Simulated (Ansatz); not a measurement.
Consider the atomization: `C[Si]Cl` → C• + Cl• + 3 H• + Si•.

Isolated molecules relaxed with PBE0-D4/def2-TZVP in Ansatz; ΔE leaves out vibrations. CCSD(T)/CBS adds triple-zeta CCSD(T) − MP2 to the extrapolated MP2 energy (def2 sets, frozen cores). This one scheme is used for every species, atoms too. Functionals use def2-TZVPP. B3LYP here is the variant with VWN-RPA as its local correlation; programs differ in this. HSE06 is defined as in plane-wave codes. No spin–orbit coupling; open shells (•) take unrestricted orbitals. Spin–orbit coupling would lower the free atoms: a little for C, Cl, Si.

`C[Si]Cl`:

Cartesian coordinates in Å:
```
C 0.181 -0.508 0.266
Si -1.169 0.811 0.253
Cl -0.405 2.007 -1.286
H 0.248 -0.989 -0.717
H -0.011 -1.272 1.024
H 1.157 -0.049 0.460
```

```
             level  ΔE (kcal/mol)  difference from CCSD(T)/CBS
       LDA (SPW92)          549.9                         63.4
            PBE-D4          493.4                          6.9
         revPBE-D4          483.2                         -3.3
           BLYP-D4          483.5                         -3.0
         r2SCAN-D4          486.6                          0.1
            B97M-V          491.5                          5.0
           PBE0-D4          486.7                          0.2
          B3LYP-D4          485.2                         -1.3
        r2SCANh-D4          484.2                         -2.3
        r2SCAN0-D4          480.7                         -5.8
          HSE06-D4          487.1                          0.6
          BHLYP-D4          474.0                        -12.5
      CAM-B3LYP-D4          485.3                         -1.2
           ωB97X-V          487.5                          1.0
            B2PLYP          479.8                         -6.7
          PBE-QIDH          483.0                         -3.5
               PBE          490.5                          4.0
            revPBE          474.8                        -11.7
              BLYP          477.2                         -9.3
              PBE0          484.3                         -2.2
             B3LYP          480.6                         -5.9
           r2SCANh          483.5                         -3.0
           r2SCAN0          480.0                         -6.5
             HSE06          484.9                         -1.6
             BHLYP          470.2                        -16.3
         CAM-B3LYP          482.9                         -3.6
       HF/def2-SVP          360.6                       -125.9
      MP2/def2-SVP          456.9                        -29.6
  CCSD(T)/def2-SVP          454.6                        -31.9
     HF/def2-TZVPP          361.4                       -125.1
    MP2/def2-TZVPP          478.3                         -8.2
SCS-MP2/def2-TZVPP          476.3                        -10.2
   CCSD/def2-TZVPP          465.7                        -20.8
CCSD(T)/def2-TZVPP          472.9                        -13.6
     HF/def2-QZVPP          362.1                       -124.4
    MP2/def2-QZVPP          486.4                         -0.1
SCS-MP2/def2-QZVPP          485.1                         -1.4
      HF/CBS(def2)          362.2                       -124.3
     MP2/CBS(def2)          492.0                          5.5
    CCSD/CBS(def2)          479.4                         -7.1
       CCSD(T)/CBS          486.5                            0
```

Largest T1 diagnostic among the species: 0.012.

At CCSD(T), def2-SVP lies −31.9 kcal/mol from the extrapolated value and def2-TZVPP −13.6 kcal/mol: correlation converges slowly with the basis, and small sets miss more of it in the bonded molecule than in its fragments. Leaving LDA and LC-ωPBE aside and taking each functional with its dispersion term where it has one, the values spread over 19.4 kcal/mol, from BHLYP-D4 to PBE-D4. LDA lies +59.4 kcal/mol from PBE without D4, its usual overbinding. From r2SCAN to r2SCAN0 (25 % exact exchange), in def2-TZVPP and without D4, ΔE moves by −6.0 kcal/mol: exact exchange takes away binding that semilocal exchange gives to molecules.

For atomizations the MP2-based limit and the directly extrapolated one differ by several kJ/mol either way, and by 10 to 25 for some Ge, Se and Sn compounds, so smaller differences from it don't rank the levels.
